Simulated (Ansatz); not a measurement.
System: zinc-blende HgTe. Method: PBE (plane waves, PAW; Ansatz, a first-principles code).

Numerical settings: plane-wave cutoff 520 eV, 20×20×20 k mesh, Fermi–Dirac smearing 0.05 eV, perturbation theory, scalar-relativistic PAW data made under PBE.

Computed at the level's own relaxed cell.

Harmonic phonon frequencies (cm⁻¹; i marks an imaginary mode; at Γ without the LO shift):

```json
[
 {"q point": "Γ", "frequencies": "…"},
 {"q point": "X", "frequencies": "18 18 84 116 120 120"},
 {"q point": "L", "frequencies": "21 21 75 109 109 124"}
]
```

Q: Some entries are withheld; supply them.

A: 
- Γ, frequencies: 0 0 0 96 96 96

Measured, for comparison: zone-centre TO phonon frequency 116 cm⁻¹ (temperature not stated, no zero-point or thermal correction, Raman; as tabulated in Cardona et al. (2009), arXiv:0908.2634). Computed less measured: zone-centre TO phonon frequency -17 %.

No imaginary mode appears at these points.

Note: the solid has no gap at this level, which affects its response.
